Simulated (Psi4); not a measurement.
# AlNH3O (SMILES [NH2][Al][OH]) at U-r2SCAN/cc-pVDZ (sweep point 8)

Aim: the vertical ionisation energy of AlNH3O at U-r2SCAN/cc-pVDZ (sweep point 8), from 2 runs. The job is set up through a Python script.

Program for the calculation: Psi4 1.11.

3 further runs of the same task are left out: 3 that didn't finish.

## 1. The structure to begin with

AlNH3O: 6 atoms, total charge 0, spin state doublet. SMILES: `[NH2][Al][OH]`. The coordinates come from a PBE0-D4/def2-TZVP relaxation. This is one conformer, not always the lowest.

Bond lengths: N1–Al2 1.769 Å, Al2–O3 1.705 Å, N1–H4 1.009 Å, N1–H5 1.006 Å, O3–H6 0.956 Å. Angles: N1–Al2–O3 116.1°, Al2–N1–H4 124.1°, Al2–N1–H5 125.0°, Al2–O3–H6 122.8°, H4–N1–H5 110.9°.

## 2. The energy at U-r2SCAN/cc-pVDZ (sweep point 8)

run.py

```python
import psi4

psi4.set_memory(1600000000)
psi4.set_num_threads(1)
psi4.set_output_file('run.log', False)

molecule = psi4.geometry("""
0 2
N     -0.923900     0.240200    -0.760800
Al     0.595200     0.601300     0.070700
O      1.194100    -0.618500     1.101200
H     -1.434300    -0.623600    -0.657200
H     -1.394700     0.861600    -1.396800
H      2.005700    -0.525100     1.596800
symmetry c1
""")

psi4.set_options(dict(reference='uks', puream=True, scf_type='pk', dft_radial_points=99, dft_spherical_points=590, maxiter=150))

e_tot, wfn = psi4.energy("r2scan/cc-pVDZ", return_wfn=True)
print(f'r2scan/cc-pVDZ energy: {e_tot:.10f} Eh')
```

Run with:

```sh
$ python run.py
```

run.log:

```text
[...]
  Running in c1 symmetry.
[...]
  Nuclear repulsion =   93.731213434316217
[...]
  Multiplicity = 2
[...]
  Nalpha       = 16
  Nbeta        = 15
[...]
    Number of basis functions: 61
[...]
   @UKS iter   1:  -373.63769539461055   -1.22653e-01   1.82898e-02 ADIIS/DIIS
[...]
   @UKS iter  10:  -374.16137442438355   -2.38119e-08   7.39688e-07 DIIS
[...]
   @S^2 Observed:                7.536935303E-01
[...]
    Orbital Energies [Eh]
    ---------------------
    Alpha Occupied:
       1A    -55.769572     2A    -18.943354     3A    -14.138281
       4A     -4.065609     5A     -2.605748     6A     -2.604613
       7A     -2.600928     8A     -0.929474     9A     -0.785001
      10A     -0.459228    11A     -0.434920    12A     -0.373609
      13A     -0.307403    14A     -0.277855    15A     -0.219470
      16A     -0.175055
    Alpha Virtual:
      17A     -0.024891    18A      0.030866    19A      0.050360
      20A      0.123763    21A      0.144433    22A      0.146481
      23A      0.201299    24A      0.235841    25A      0.296391
[...]
  @UKS Final Energy:  -374.16137442438355
   => Energetics <=
    Nuclear Repulsion Energy =             93.7312134343162171
    One-Electron Energy =                -703.9520548122886794
    Two-Electron Energy =                 271.3444330146413677
    DFT Exchange-Correlation Energy =     -35.2849660610524936
    Empirical Dispersion Energy =           0.0000000000000000
    VV10 Nonlocal Energy =                  0.0000000000000000
    Total Energy =                       -374.1613744243835527
[...]
 Multipole Moments:
 ------------------------------------------------------------------------------------
     Multipole            Electronic (a.u.)      Nuclear  (a.u.)        Total (a.u.)
 ------------------------------------------------------------------------------------
 L = 1.  Multiply by 2.5417464519 to convert [e a0] to [Debye]
 Dipole X            :          1.9843926           -1.9880953           -0.0037027
 Dipole Y            :          1.3416276           -1.1262401            0.2153876
 Dipole Z            :          0.6374387           -0.7510462           -0.1136075
 Magnitude           :                                                    0.2435409
[...]
```

Standard output:

```text
r2scan/cc-pVDZ energy: -374.1613744244 Eh
```

It took 39 s on 1 thread of Intel Xeon Platinum 8375C at 2.90GHz (Ice Lake), shared host; peak memory 0.97 GiB.

## 3. The singlet cation, same level

run.py

```python
import psi4

psi4.set_memory(1600000000)
psi4.set_num_threads(1)
psi4.set_output_file('output.dat', False)

molecule = psi4.geometry("""
1 1
N     -0.923900     0.240200    -0.760800
Al     0.595200     0.601300     0.070700
O      1.194100    -0.618500     1.101200
H     -1.434300    -0.623600    -0.657200
H     -1.394700     0.861600    -1.396800
H      2.005700    -0.525100     1.596800
symmetry c1
""")

options = {'puream': True, 'scf_type': 'pk', 'dft_radial_points': 99, 'dft_spherical_points': 590}
psi4.set_options(options)

E, wfn = psi4.energy('r2scan/cc-pVDZ', return_wfn=True)
print('E =', round(E, 9))
```

Run with:

```sh
$ python run.py
```

output.dat:

```text
[...]
  Running in c1 symmetry.
[...]
  Nuclear repulsion =   93.731213434316217
[...]
  Multiplicity = 1
[...]
  Nalpha       = 15
  Nbeta        = 15
[...]
    Number of basis functions: 61
[...]
   @RKS iter   1:  -373.36691146292071    1.48131e-01   1.75236e-02 DIIS/ADIIS
[...]
   @RKS iter  10:  -373.87015668514653   -3.25014e-09   1.12987e-07 DIIS
[...]
    Orbital Energies [Eh]
    ---------------------
    Doubly Occupied:
       1A    -56.093647     2A    -19.200214     3A    -14.370432
       4A     -4.382885     5A     -2.923374     6A     -2.921142
       7A     -2.915335     8A     -1.173376     9A     -1.005253
      10A     -0.696855    11A     -0.650212    12A     -0.604339
      13A     -0.548484    14A     -0.515985    15A     -0.441947
[...]
  @RKS Final Energy:  -373.87015668514653
   => Energetics <=
    Nuclear Repulsion Energy =             93.7312134343162171
    One-Electron Energy =                -695.8274375375153795
    Two-Electron Energy =                 263.2022822877398767
    DFT Exchange-Correlation Energy =     -34.9762148696872615
    Empirical Dispersion Energy =           0.0000000000000000
    VV10 Nonlocal Energy =                  0.0000000000000000
    Total Energy =                       -373.8701566851465259
[...]
 Multipole Moments:
 ------------------------------------------------------------------------------------
     Multipole            Electronic (a.u.)      Nuclear  (a.u.)        Total (a.u.)
 ------------------------------------------------------------------------------------
 L = 1.  Multiply by 2.5417464519 to convert [e a0] to [Debye]
 Dipole X            :          2.6790446           -1.9880953            0.6909493
 Dipole Y            :          2.6538056           -1.1262401            1.5275655
 Dipole Z            :          0.4259669           -0.7510462           -0.3250793
 Magnitude           :                                                    1.7077892
[...]
```

The script printed:

```text
E = -373.870156685
```

Run time: 29 s. Hardware: 1 thread of Intel Xeon Platinum 8375C at 2.90GHz (Ice Lake), shared host; peak memory 0.96 GiB.

## 4. Outcome

At U-r2SCAN/cc-pVDZ (sweep point 8):

```
                                          quantity          value
                      doublet AlNH3O: total energy  -374.16137 Eh
                     doublet AlNH3O: dipole moment         0.62 D
doublet AlNH3O: HOMO energy (highest over α and β)       -4.76 eV
 doublet AlNH3O: LUMO energy (lowest over α and β)       -2.42 eV
                              doublet AlNH3O: ⟨S²⟩          0.754
                      singlet cation: total energy  -373.87016 Eh
                       singlet cation: HOMO energy      -12.03 eV
                       singlet cation: LUMO energy      -10.48 eV
                     singlet cation: HOMO–LUMO gap        1.55 eV
vertical ionisation energy (to the singlet cation)       7.924 eV
```

In words: The vertical ionisation energy comes to 7.92 eV (183 kcal/mol). Only the singlet of the ionised species was computed; a triplet could lie lower.
